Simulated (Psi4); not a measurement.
**triplet PH3 at 3 levels**

Wanted: a comparison of 3 runs (U-wB97X/aug-cc-pVTZ, UB2PLYP/aug-cc-pVTZ, UCAM-B3LYP/aug-cc-pVTZ) of triplet PH3. 

The calculation is run with Psi4 1.11.

1 further run of the same task is left out (it didn't finish).

**1. The system as given**

PH3: 4 atoms, total charge 0, spin state triplet. As SMILES of the parent species, `P`. Geometry: relaxed at PBE0-D4/def2-TZVP. That shape belongs to the parent species and isn't relaxed for this state.

Bond lengths: P1–H2 1.420 Å, P1–H3 1.420 Å, P1–H4 1.420 Å. Angles: H2–P1–H3 93.1°, H2–P1–H4 93.1°, H3–P1–H4 93.1°.

**2. A single-point energy at U-wB97X/aug-cc-pVTZ (run 1)**

job.dat reads:

```
memory 1.6 GB

molecule geom {
  0 3
  P      0.346000    -0.326500    -0.332800
  H      0.630900    -0.034000     1.027000
  H     -1.005500    -0.663000    -0.057200
  H      0.028700     1.023500    -0.636900
  symmetry c1
  no_reorient
  no_com
}

set reference uks
set puream true
set e_convergence 1e-09
set d_convergence 1e-08
set scf_type pk
set dft_radial_points 99
set dft_spherical_points 590
set maxiter 200

e_tot, wfn = energy("wb97x/aug-cc-pVTZ", return_wfn=True)
oeprop(wfn, "MULLIKEN_CHARGES", "LOWDIN_CHARGES", "WIBERG_LOWDIN_INDICES", title="WB97X")
```

Launch:

```
$ psi4 -i job.dat -o job.out -n 1
```

job.out:

```text
[...]
  Running in c1 symmetry.
[...]
  Nuclear repulsion =   17.542621841641523
[...]
  Multiplicity = 3
[...]
  Nalpha       = 10
  Nbeta        = 8
[...]
    Number of basis functions: 119
[...]
   @UKS iter   1:  -342.89771668179452   -1.15309e-01   1.77261e-03 DIIS/ADIIS
[...]
   @UKS iter  31:  -342.92510500394008   -1.84343e-10   4.56823e-09 DIIS
[...]
   @S^2 Observed:                2.004824804E+00
[...]
    Orbital Energies [Eh]
    ---------------------
    Alpha Occupied:
       1A    -77.147448     2A     -6.712115     3A     -4.877443
       4A     -4.871544     5A     -4.868292     6A     -0.819880
       7A     -0.524351     8A     -0.522283     9A     -0.467198
      10A     -0.156517
    Alpha Virtual:
      11A      0.025351    12A      0.052681    13A      0.054452
      14A      0.063451    15A      0.072941    16A      0.112139
      17A      0.118649    18A      0.120954    19A      0.165948
      20A      0.168103    21A      0.175779    22A      0.255766
      23A      0.257939    24A      0.261734    25A      0.290024
[...]
  @UKS Final Energy:  -342.92510500394008
   => Energetics <=
    Nuclear Repulsion Energy =             17.5426218416415232
    One-Electron Energy =                -507.4650014394431992
    Two-Electron Energy =                 165.1672298125282055
    DFT Exchange-Correlation Energy =     -18.1699552186666153
    Empirical Dispersion Energy =           0.0000000000000000
    VV10 Nonlocal Energy =                  0.0000000000000000
    Total Energy =                       -342.9251050039400752
[...]
 Multipole Moments:
 ------------------------------------------------------------------------------------
     Multipole            Electronic (a.u.)      Nuclear  (a.u.)        Total (a.u.)
 ------------------------------------------------------------------------------------
 L = 1.  Multiply by 2.5417464519 to convert [e a0] to [Debye]
 Dipole X            :         -9.2402295            9.1540223           -0.0862072
 Dipole Y            :          8.6811572           -8.6379381            0.0432191
 Dipole Z            :          8.9103417           -8.8044230            0.1059187
 Magnitude           :                                                    0.1432422
[...]
  Mulliken Charges: (a.u.)
   Center  Symbol    Alpha    Beta     Spin     Total
       1     P     8.47567  6.88035  1.59533 -0.35602
       2     H     0.55544  0.35003  0.20540  0.09453
       3     H     0.55395  0.35084  0.20311  0.09521
       4     H     0.41494  0.41878 -0.00384  0.16628
   Total alpha = 10.00000, Total beta =  8.00000, Total charge =  0.00000
  Lowdin Charges: (a.u.)
   Center  Symbol    Alpha    Beta     Spin     Total
       1     P     7.56229  6.21276  1.34952  1.22495
       2     H     0.84047  0.58807  0.25240 -0.42854
[...]
```

Wall time 95 s (1 thread of Intel Xeon Platinum 8259CL at 2.50GHz (Skylake/Cascade Lake), shared host); peak memory 1.1 GiB.

**3. A single-point energy at UB2PLYP/aug-cc-pVTZ (density fitting for correlation) (run 2)**

input.inp reads:

```
memory 1600 mb

molecule geom {
  0 3
  P
  H 1 r2
  H 1 r3 2 a3
  H 1 r4 3 a4 2 d4

  r2 = 1.419782
  r3 = 1.419768
  a3 = 93.0914
  r4 = 1.419738
  a4 = 93.10704
  d4 = -93.27822
  units angstrom
  symmetry c1
}

set {
  reference            uks
  puream               true
  e_convergence        1e-09
  d_convergence        1e-08
  scf_type             pk
  dft_radial_points    99
  dft_spherical_points 590
  num_frozen_docc      5
  maxiter              200
}

E, wfn = energy("b2plyp/aug-cc-pVTZ", return_wfn=True)
```

Launch:

```
$ psi4 input.inp input.out -n 1
```

input.out:

```text
[...]
  Running in c1 symmetry.
[...]
  Nuclear repulsion =   17.542619192579121
[...]
  Multiplicity = 3
[...]
  Nalpha       = 10
  Nbeta        = 8
[...]
    Number of basis functions: 119
[...]
   @UKS iter   1:  -342.72678122509114   -9.16812e-02   1.84297e-03 DIIS/ADIIS
[...]
   @UKS iter  30:  -342.75674155488628   -5.45697e-11   3.59458e-09 DIIS
[...]
   @S^2 Observed:                2.008465330E+00
[...]
    Orbital Energies [Eh]
    ---------------------
    Alpha Occupied:
       1A    -78.358454     2A     -7.007710     3A     -5.065440
       4A     -5.057138     5A     -5.056953     6A     -0.787779
       7A     -0.485145     8A     -0.478821     9A     -0.428327
      10A     -0.116104
    Alpha Virtual:
      11A     -0.000239    12A      0.023800    13A      0.035081
      14A      0.036048    15A      0.048650    16A      0.088291
      17A      0.091622    18A      0.099703    19A      0.123719
      20A      0.126409    21A      0.134505    22A      0.215973
      23A      0.219369    24A      0.224765    25A      0.250382
[...]
  @UKS Final Energy:  -342.75674155488628
   => Energetics <=
    Nuclear Repulsion Energy =             17.5426191925791208
    One-Electron Energy =                -507.3674053999599209
    Two-Electron Energy =                 158.6568491059826727
    DFT Exchange-Correlation Energy =     -11.5888044534881232
    Empirical Dispersion Energy =           0.0000000000000000
    VV10 Nonlocal Energy =                  0.0000000000000000
    Total Energy =                       -342.7567415548862755
[...]
 Multipole Moments:
 ------------------------------------------------------------------------------------
     Multipole            Electronic (a.u.)      Nuclear  (a.u.)        Total (a.u.)
 ------------------------------------------------------------------------------------
 L = 1.  Multiply by 2.5417464519 to convert [e a0] to [Debye]
 Dipole X            :         -1.2128795            1.2474339            0.0345544
 Dipole Y            :         -1.0789271            1.1779455            0.0990185
 Dipole Z            :         -1.0216033            1.1161838            0.0945805
 Magnitude           :                                                    0.1412237
[...]
```

It took 76 s on 1 thread of Intel Xeon Platinum 8259CL at 2.50GHz (Skylake/Cascade Lake), shared host; peak memory 0.91 GiB.

**4. The energy at UCAM-B3LYP/aug-cc-pVTZ (run 3)**

calc.py reads:

```python
import psi4

psi4.set_memory(1600000000)
psi4.set_num_threads(1)
psi4.core.set_output_file('output.dat', False)

m = psi4.geometry("""
0 3
P      0.346000    -0.326500    -0.332800
H      0.630900    -0.034000     1.027000
H     -1.005500    -0.663000    -0.057200
H      0.028700     1.023500    -0.636900
symmetry c1
""")

options = {'basis': 'aug-cc-pVTZ', 'reference': 'uks', 'puream': True, 'e_convergence': 1e-09, 'd_convergence': 1e-08, 'scf_type': 'pk', 'dft_radial_points': 99, 'dft_spherical_points': 590, 'maxiter': 200}
psi4.set_options(options)

energy_value, wavefunction = psi4.energy('cam-b3lyp', return_wfn=True)
psi4.oeprop(wavefunction, 'LOWDIN_CHARGES', 'DIPOLE', 'MAYER_INDICES', title='CAM-B3LYP')
print(f'total energy {energy_value:.8f} hartree = {energy_value * 27.211386:.5f} eV')
```

Launch:

```
$ python calc.py
```

output.dat:

```text
[...]
  Running in c1 symmetry.
[...]
  Nuclear repulsion =   17.542621841641523
[...]
  Multiplicity = 3
[...]
  Nalpha       = 10
  Nbeta        = 8
[...]
    Number of basis functions: 119
[...]
   @UKS iter   1:  -342.90876294044665   -8.35963e-02   2.06283e-03 DIIS/ADIIS
[...]
   @UKS iter  29:  -342.94095850913618   -2.12026e-11   3.38085e-09 DIIS
[...]
   @S^2 Observed:                2.005495088E+00
[...]
    Orbital Energies [Eh]
    ---------------------
    Alpha Occupied:
       1A    -77.232358     2A     -6.691044     3A     -4.859432
       4A     -4.852476     5A     -4.849948     6A     -0.773671
       7A     -0.485572     8A     -0.483255     9A     -0.429236
      10A     -0.127928
    Alpha Virtual:
      11A      0.000992    12A      0.022345    13A      0.037380
      14A      0.037860    15A      0.051360    16A      0.091011
      17A      0.091216    18A      0.099213    19A      0.122825
      20A      0.125665    21A      0.132845    22A      0.218173
      23A      0.219745    24A      0.223621    25A      0.252501
[...]
  @UKS Final Energy:  -342.94095850913618
   => Energetics <=
    Nuclear Repulsion Energy =             17.5426218416415232
    One-Electron Energy =                -507.4108596406513243
    Two-Electron Energy =                 165.3118051985346426
    DFT Exchange-Correlation Energy =     -18.3845259086610398
    Empirical Dispersion Energy =           0.0000000000000000
    VV10 Nonlocal Energy =                  0.0000000000000000
    Total Energy =                       -342.9409585091362374
[...]
 Multipole Moments:
 ------------------------------------------------------------------------------------
     Multipole            Electronic (a.u.)      Nuclear  (a.u.)        Total (a.u.)
 ------------------------------------------------------------------------------------
 L = 1.  Multiply by 2.5417464519 to convert [e a0] to [Debye]
 Dipole X            :          1.1391044           -1.2197313           -0.0806269
 Dipole Y            :         -1.1146344            1.1510724            0.0364380
 Dipole Z            :         -1.0721436            1.1733711            0.1012276
 Magnitude           :                                                    0.1344450
[...]
```

On the terminal:

```text
total energy -342.94095851 hartree = -9331.89880 eV
```

It took 95 s on 1 thread of Intel Xeon Platinum 8259CL at 2.50GHz (Skylake/Cascade Lake), shared host; peak memory 1.1 GiB.

**5. Overview of the runs**

```csv
run,level,frozen core orbitals,fitting correlation,energy (Eh),dipole moment (D),HOMO energy (eV),⟨S²⟩,wall time
1,U-wB97X/aug-cc-pVTZ,0,–,-342.925105,0.36,-4.26,2.005,95 s
2,UB2PLYP/aug-cc-pVTZ (density fitting for correlation),5,density fitting,-342.807021,–,-3.16,2.008,76 s
3,UCAM-B3LYP/aug-cc-pVTZ,0,–,-342.940959,0.34,-3.48,2.005,95 s
```

**6. Results**

| quantity | value |
| --- | --- |
| run 3: total energy | -342.94096 Eh |
| run 3: dipole moment | 0.34 D |
| run 3: HOMO energy (highest over α and β) | -3.48 eV |
| run 3: ⟨S²⟩ | 2.005 |

Totals of different functionals can't be ranked against each other. All runs together took 4.4 min, the longest 95 s.
